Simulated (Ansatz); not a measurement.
**CHCl (triplet): the correlation ladder, cc-pVTZ**

How much of the correlation energy of CHCl (triplet) does each wave-function method recover here?

The runs use Ansatz 0.2.0, Gaussian basis; cc-pVTZ, core rule «outside noble gas», up to 6 orbitals frozen.

The runs, in order: UHF; CCSD(T) on ROHF; CCSD(T) on UHF; BCCD(T) on ROHF; CCSDT(Q) on ROHF; CCSDT(Q) on UHF; CASSCF and MRCISD+Q, 12 electrons in 9 orbitals; CASSCF and NEVPT2, 12 electrons in 9 orbitals.

4 further runs of the same task are left out: 4 set aside as unsound or not needed. Runs told in other sessions of the task aren't counted.

## (1) The geometry

The geometry is a PBE0/def2-TZVP stationary point (not a proven minimum) of the parent state, kept for this charge and spin.

3 atoms, charge 0, spin multiplicity 3.

Atoms are counted from 1 here; the program's logs count them from 0.

Bond lengths: C1–Cl2 1.682 Å, C1–H3 1.112 Å. Angles: Cl2–C1–H3 102.4°.

## (2) UHF

The input, in.yaml:

```yaml
crystal:
  periodic: [false, false, false]
  atoms:
    - {symbol: C, position_ang: [0.000000, -0.159533, 1.214848]}
    - {symbol: Cl, position_ang: [0.000000, 0.028656, -0.456279]}
    - {symbol: H, position_ang: [0.000000, 0.893064, 1.572802]}
basis:
  gaussian: {orbitals: cc-pVTZ}
magnetization: {spin_polarized: true, initial_magnetization: 2}
hamiltonian: {xc: hf}
output: {orbitals: {seedname: orbitals}}
```

Run with:

```sh
$ ansatz run in.yaml --threads 1 --pin off --events-out ev --progress --plain --max-ram 4096MiB --backend cpu
```

The runs that follow: CCSD(T) on ROHF; CCSD(T) on UHF; BCCD(T) on ROHF; CCSDT(Q) on ROHF; CCSDT(Q) on UHF; CASSCF and MRCISD+Q, 12 electrons in 9 orbitals; CASSCF and NEVPT2, 12 electrons in 9 orbitals.

Before running them: what should the planned runs give, taken together? Wanted: UCCSDT(Q) from the RHF energy; RMP2 from UCCSDT(Q); UMP2 from UCCSDT(Q); RCCSD from UCCSDT(Q); RCCSD(T) from UCCSDT(Q); UCCSD(T) from UCCSDT(Q); RCCSDT(Q) from UCCSDT(Q); NEVPT2 valence from UCCSDT(Q); MRCISD+Q valence from UCCSDT(Q).

The runs gave:

| quantity | value |
| --- | --- |
| UCCSDT(Q) from the ROHF energy | -9.5566 eV |
| RMP2 from UCCSDT(Q) | +1251.5 meV |
| UMP2 from UCCSDT(Q) | +1252.5 meV |
| RCCSD from UCCSDT(Q) | +433.0 meV |
| RCCSD(T) from UCCSDT(Q) | +49.7 meV |
| UCCSD(T) from UCCSDT(Q) | +50.2 meV |
| RCCSDT(Q) from UCCSDT(Q) | +3.9 meV |
| NEVPT2 valence from UCCSDT(Q) | +1784.2 meV |
| MRCISD+Q valence from UCCSDT(Q) | +188.1 meV |
| levels within 1 kcal/mol (43 meV) | RCCSDT, UCCSDT, RCCSDT(Q) |
| T1 diagnostic | 0.032 |
| effectively unpaired electrons | 2.01 |

What this shows: RCCSD(T) lands +49.7 meV from the yardstick (0.5 % of the correlation energy). One determinant dominates. Of the multireference levels listed MRCISD+Q valence comes nearest in total energy (+188.1 meV), which doesn't show that its space is the better one. These misses are within one basis, not against nature; the frozen cores of restricted and unrestricted runs differ, which can shift their rows.
